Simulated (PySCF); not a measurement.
**B₂H₆: singlet, from a doubly bridged start**

Aim: relax B₂H₆ as a singlet from a hand-made doubly bridged geometry, check by its vibrations whether the end is a minimum, and collect its spectrum and constants.

Method: PBE0, basis B def2-TZVP, H def2-TZVP, no relativity, density fitting; program: PySCF 2.14.0.

8 atoms, charge 0, spin multiplicity 1.

Bond lengths: B1–B2 1.692 Å, B1–H3 1.240 Å, B1–H4 1.240 Å, B1–H5 1.164 Å, B1–H6 1.164 Å, B2–H3 1.240 Å, B2–H4 1.240 Å, B2–H7 1.164 Å, B2–H8 1.164 Å. Angles: B2–B1–H3 47.0°, B2–B1–H4 47.0°, B2–B1–H5 120.2°, B2–B1–H6 120.2°, H3–B1–H4 94.0°, H3–B1–H5 110.0°, H3–B1–H6 110.0°, H4–B1–H5 110.0°, H4–B1–H6 110.0°, H5–B1–H6 119.7°, B1–B2–H3 47.0°, B1–B2–H4 47.0°, B1–B2–H7 120.2°, B1–B2–H8 120.2°, H3–B2–H4 94.0°, H3–B2–H7 110.0°, H3–B2–H8 110.0°, H4–B2–H7 110.0° and more.

```xyz
8
charge 0 multiplicity 1
B     0.8458    0.0000    0.0000
B    -0.8458    0.0000    0.0000
H     0.0000    0.9070    0.0000
H     0.0000   -0.9070    0.0000
H     1.4308    0.0000    1.0062
H     1.4308    0.0000   -1.0062
H    -1.4308    0.0000    1.0062
H    -1.4308    0.0000   -1.0062
```

| quantity | value |
| --- | --- |
| minimum | singlet, D2h |
| geometry | B–B 1.747 Å, B–H 1.191 Å (×4), B–H 1.314 Å (×4); B–B–H 48.3° (×4), B–B–H 119.1° (×4), B–H–B 83.3° (×2), H–B–H 96.7° (×2), H–B–H 108.9° (×8), H–B–H 121.7° (×2) |
| wavenumbers (cm⁻¹) | 334 (b2u), 821 (ag), 848 (au), 899 (b2g), 910 (b2u), 929 (b3g), 979 (b3u), 991 (b1g), 1181 (b1u), 1190 (ag), 1724 (b1u), 1896 (b2g), 2041 (b3u), 2193 (ag), 2605 (b1u), 2619 (ag), 2697 (b3g), 2712 (b2u) |
| dipole moment | 0.00 D |
| highest occupied, lowest empty level | -9.22, -0.95 eV |
| polar-tensor charge of B1 | +0.41 e |
| zero-point energy | 164.9 kJ/mol |
| entropy at 298.15 K | 232.5 J/(mol K) |
| atomisation energy (no zero-point energy) | 2539 kJ/mol |

The doubly bridged start keeps its D2h symmetry and ends in a minimum. In the infrared the band at 1724 cm⁻¹ (b1u) leads. B1 has a polar-tensor charge of +0.4 e (a dipole derivative, not a static charge), yet symmetry cancels the bond dipoles. Only this shape and spin were tried, so other structures or states may lie lower.

Which input would start the first run of this session?

The input that was used; it is not the only one that fits:

One driver script runs all steps and calls PySCF; scf.py shows how it sets up the SCF of each step. The optimiser is the driver's own. After this first run the driver tries any further starts and a stability analysis.

Contents of scf.py:

```python
from pyscf import gto, scf, dft
mol = gto.M(atom='''
B      0.845800     0.000000     0.000000
B     -0.845800     0.000000     0.000000
H      0.000000     0.907000     0.000000
H      0.000000    -0.907000     0.000000
H      1.430800     0.000000     1.006200
H      1.430800     0.000000    -1.006200
H     -1.430800     0.000000     1.006200
H     -1.430800     0.000000    -1.006200''',
    basis={'B': 'def2-TZVP', 'H': 'def2-TZVP'},
    charge=0, spin=0)
mf = dft.RKS(mol, xc='PBE0')
mf.grids.atom_grid = (50, 194)
aux = {'B': 'def2-universal-JKFIT', 'H': 'def2-universal-JKFIT'}
mf = mf.density_fit(auxbasis=aux)
mf.conv_tol = 1e-08
mf.diis_space = 10
mf.max_cycle = 60
mf.init_guess = 'minao'
mf.verbose = 4
mf.kernel()
```

On the command line:

```
> OMP_NUM_THREADS=2 python axn.py task.json out
```
